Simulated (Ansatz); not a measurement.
System: litharge PbO. Method: PBE (Ansatz, a program for electronic structure, plane waves, PAW).

Numerical settings: plane-wave cutoff 520 eV, 10×10×8 k mesh (along the axes of the cell as run), perturbation theory, scalar-relativistic PAW data made under PBE.

Cell (measured lattice):

Space group P4/nmm, origin choice 1 (No. 129); a = 3.9750 Å, b = 3.9750 Å, c = 5.0230 Å, α = 90.00°, β = 90.00°, γ = 90.00°

```tsv
atom	site	symmetry	x	y	z
Pb	2c	4mm	0.0000	0.5000	0.2403
O	2a	-4m2	0.0000	0.0000	0.0000
```

Task: Estimate the high-frequency dielectric constant (mean over three axes) and static dielectric constant (mean over three axes) that the calculation returns.

Result: 
high-frequency dielectric constant (mean over three axes): 6.68
static dielectric constant (mean over three axes): 16.1

Note: the cell isn't this level's own, so it is under some stress, which shifts stiffness and frequencies.

Spin–orbit coupling is not included; it can shift volumes and moduli of such heavy elements.

Computing time: around 25 core-minutes (rough).
